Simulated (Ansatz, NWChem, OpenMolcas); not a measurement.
# Swapping H for F on C: the atomisation energy

On one C centre that keeps Cl, n of the H ligands are replaced by F. The atomisation energy (no zero-point term) y in kJ/mol at CCSD(T)/CBS estimate. Shapes: PBE0-D4/def2-TZVP. Programs: Ansatz 0.2.0, NWChem 7.3.0, OpenMolcas 26.06. A level may come from different programs for different species; with the same settings they agree closely.

| molecule | n | y (kJ/mol) |
| --- | --- | --- |
| CH3Cl | 0 | 1656 |
| CH2ClF | 1 | 1683 |
| CHClF2 | 2 | ? |
| CClF3 | 3 | 1812 |

Q: Fit y = c + s·n to the known rows and predict CHClF2.

A: 
1. Means of the 3 rows: n = 1.33333, y = 1717.0.
2. Σ(Δn)² = 4.6667, Σ(Δn·Δy) = 251, so the slope is 251/4.6667 = 53.785.
3. Intercept: 1717.0 − (53.785) × 1.33333 = 1645.3. The largest residual of the fit is 16.
4. CHClF2: 1645.3 + (53.785) × 2 = 1753 kJ/mol.

The run gave 1745 kJ/mol, so the prediction is off by +8 kJ/mol, within the largest residual. The step per swap drifts from +27 to +67 kJ/mol. The slope is only an average step. Other levels give for CHClF2: HF/def2-SVP 1178; SPW92/def2-TZVPP 2135; B3LYP/6-31G* (Cartesian functions) 1727 kJ/mol. At 3 other levels on record the series doesn't rise at every step. The CBS estimate extrapolates MP2 from def2-TZVPP and def2-QZVPP and adds CCSD(T) − MP2 in the triple-zeta set, cores frozen.
